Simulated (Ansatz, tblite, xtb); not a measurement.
# C2H2P− (SMILES C#C[PH-]): methods side by side

The species is C2H2P− (5 atoms), meant as a singlet with charge -1. As SMILES, `C#C[PH-]`. The shape is that of a GFN2-xTB optimisation.

Each level gives the vertical energy of the triplet above the singlet (eV). The values are calculated.

```tsv
level	kind	program	value (eV)	CPU time (all runs)
IPEA1-xTB	semi-empirical	tblite	3.35	under 2 s
GFN2-xTB	semi-empirical	tblite	3.00	under 2 s
GFN0-xTB	semi-empirical	xtb	2.98	under 2 s
GFN1-xTB	semi-empirical	xtb	3.20	under 2 s
HF/STO-3G	Hartree–Fock	Ansatz	4.53	0.39 s
SVWN5/STO-3G	LDA	Ansatz	4.79	2 s
BLYP/STO-3G	GGA	Ansatz	?	3.4 s
PBE/STO-3G	GGA	Ansatz	4.67	3.5 s
revPBE/STO-3G	GGA	Ansatz	?	3.4 s
r2SCAN/STO-3G	meta-GGA	Ansatz	4.67	8.6 s
```

**Question.** Estimate what the levels marked ? give.

**Answer.** As computed at these levels: BLYP/STO-3G: 4.63 eV; revPBE/STO-3G: 4.66 eV. Sets without diffuse functions describe the anion poorly. The values span 2.98 to 4.79 eV. Spin contamination of the reference (⟨S²⟩ at least 0.1 too high) touches HF/STO-3G. The xTB rows lack spin polarisation, so open shells miss the exchange term that lowers them. All rows use very small basis sets, so even the best lies far from the true value. Times are those of the runs behind each value, whatever else they computed, on shared processors of several kinds: orders of magnitude only.
